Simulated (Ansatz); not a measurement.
Two shapes of singlet LiH2O(+).

Shape 1:

```xyz
4

Li    0.0000    0.0000   -1.4887
O     0.0000    0.0000    0.3286
H     0.0000    0.7683    0.9186
H     0.0000   -0.7683    0.9186
```

Shape 2:

```xyz
4

Li    0.0398   -0.0278   -1.5007
O    -0.0384    0.0300    0.3175
H     0.0326    0.7901    0.8875
H    -0.0280   -0.8049    0.8990
```

Basis set: def2-TZVP (spherical functions). Correlated methods keep 1 orbital frozen. Charge 1, multiplicity 1.

Computed with Ansatz (development build ahead of 0.2.0); each method stands on the lowest determinant of its kind that the runs found.

Question: Which shape is lower in energy, and by how much in each method?

Answer:

```
 method  E(2) − E(1) (eV)
    RHF             0.105
RHF-MP2             0.074
```

Shape 1 is lower.
